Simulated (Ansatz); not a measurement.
# SiH₂O₂: one species, many methods

An exercise on one series of results from a longer session: the logs are not shown, and one member is left open.

Computed with Ansatz 0.2.0, Gaussian basis. Level: functionals in def2-TZVPP, the program's frozen cores in correlated methods.

The runs, in order: LDA (SPW92), PBE-D4, revPBE-D4, BLYP-D4, r2SCAN-D4, B97M-V, PBE0-D4, B3LYP-D4, r2SCANh-D4, r2SCAN0-D4, HSE06-D4, BHLYP-D4, CAM-B3LYP-D4, LC-ωPBE, ωB97X-V, ωB97M-V, B2PLYP, PBE-QIDH; CCSD(T)/def2-SVP; CCSD(T)/def2-TZVPP; CCSD(T)/def2-QZVPP; extrapolation to the limit; RPA on PBE.

## Structure used throughout

All runs share one geometry, relaxed beforehand with PBE0-D4 in a triple-zeta def2 set.

SMILES `O[Si]O`, 5 atoms, charge 0, spin multiplicity 1.

Atoms are counted from 1 here; the program's logs count them from 0.

Bond lengths: O1–Si2 1.642 Å, O1–H4 0.964 Å, Si2–O3 1.663 Å, O3–H5 0.960 Å. Angles: Si2–O1–H4 117.5°, O1–Si2–O3 99.4°, Si2–O3–H5 116.1°.

Coordinates:

```xyz
5
H2O2Si
O    -1.44321   -0.10562   -0.27503
Si   -0.21204   -0.79131    0.56769
O     1.03598    0.18750    0.06858
H    -1.23187    0.64893   -0.83606
H     1.90114   -0.01310    0.43342
```

Set-up of the first run:

The input, in.yaml:

```yaml
crystal:
  periodic: [false, false, false]
  atoms:
    - {symbol: O, position_ang: [-1.443215, -0.105619, -0.275034]}
    - {symbol: Si, position_ang: [-0.212035, -0.791307, 0.567690]}
    - {symbol: O, position_ang: [1.035984, 0.187496, 0.068585]}
    - {symbol: H, position_ang: [-1.231874, 0.648926, -0.836057]}
    - {symbol: H, position_ang: [1.901141, -0.013096, 0.433418]}
basis:
  gaussian: {orbitals: def2-TZVPP}
hamiltonian: {xc: lda}
output: {orbitals: {seedname: orbitals}}
```

Steps of the session up to this table: LDA; PBE-D4 (GGA); revPBE-D4 (GGA); BLYP-D4 (GGA); r2SCAN-D4 (meta-GGA); B97M-V (meta-GGA); PBE0-D4 (hybrid); B3LYP-D4 (hybrid); r2SCANh-D4 (hybrid); r2SCAN0-D4 (hybrid); HSE06-D4 (hybrid); BHLYP-D4 (hybrid); CAM-B3LYP-D4 (range-separated); LC-ωPBE-D4 (range-separated; the results give it without D4); ωB97X-V (range-separated); ωB97M-V (range-separated); B2PLYP (double hybrid); PBE-QIDH (double hybrid).

One of the session's tables, all rows but one given; the rest of the session is left out.

It belongs to the step «Frontier levels by functional». 

| functional | HOMO (eV) | gap (eV) |
| --- | --- | --- |
| LDA (SPW92) | ? | ? |
| PBE-D4 | -5.95 | 4.04 |
| revPBE-D4 | -5.89 | 4.04 |
| BLYP-D4 | -5.85 | 4.06 |
| r2SCAN-D4 | -6.15 | 4.36 |
| B97M-V | -6.22 | 4.46 |
| PBE0-D4 | -7.10 | 6.01 |
| B3LYP-D4 | -6.93 | 5.63 |
| r2SCANh-D4 | -6.58 | 5.10 |
| r2SCAN0-D4 | -7.22 | 6.21 |
| HSE06-D4 | -6.69 | 5.22 |
| BHLYP-D4 | -8.16 | 7.96 |
| CAM-B3LYP-D4 | -8.45 | 8.45 |
| LC-ωPBE | -9.74 | 10.85 |
| ωB97X-V | -9.41 | 10.44 |
| ωB97M-V | -9.26 | 10.18 |

Estimate the missing values for LDA (SPW92).

As computed: HOMO (eV): -6.06; gap (eV): 3.99. In the column «HOMO (eV)» it lies between r2SCAN-D4 (-6.15) and PBE-D4 (-5.95).
